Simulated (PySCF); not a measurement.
# How well do the runs reproduce experiment for CS?

**Measured values to compare with.**

NIST CCCBDB Release 22 (SRD 101), experimental dipoles lists, for the gas: dipole moment (microwave Stark effect, vibrational ground state) 1.958 ± 0.005 D.

Liu, Meijer, Perez-Rios, Phys. Chem. Chem. Phys. 22 (2020) 24191 lists, for the gas: dipole moment 1.958 D.

The runs below try to reproduce these values; the comparison stands at the end.

Compound: CS.
SMILES with atom numbers: `[C-:1]#[S+:2]`

Cartesian coordinates in Å at the PBE/6-31+G* level; atoms count from 1:
```
atom  x, y, z in Å
C1     0.766    0.002   -0.001
S2    -0.792    0.011   -0.011
```

The PySCF runs (gas phase, on this PBE/6-31+G* geometry; no spin–orbit coupling):

```csv
level,job,basis functions,wall time
"PBE/6-31+G*, grid level 1",geometry optimisation from a GFN2-xTB start,40,1.2 s
```

Hardware: one thread, AMD EPYC 9R45 (x86_64), on a shared host.

All basis functions are spherical.

## Comparison

**Dipole moment.** Measured: 1.958 D (NIST CCCBDB Release 22 (SRD 101), experimental dipoles) and 1.958 D (Liu, Meijer, Perez-Rios, Phys. Chem. Chem. Phys. 22 (2020) 24191). Differences are taken against the first.

| level | computed (D) | computed − measured (D) | % (from the printed values) |
| --- | --- | --- | --- |
| PBE/6-31+G* | 1.750 | -0.208 | -11 |

The computed dipoles belong to one fixed geometry; measured ones are averaged over vibrations unless marked μe. Magnitudes are compared, not signs.

No measured geometry was used, and the causes of the misses weren't examined.
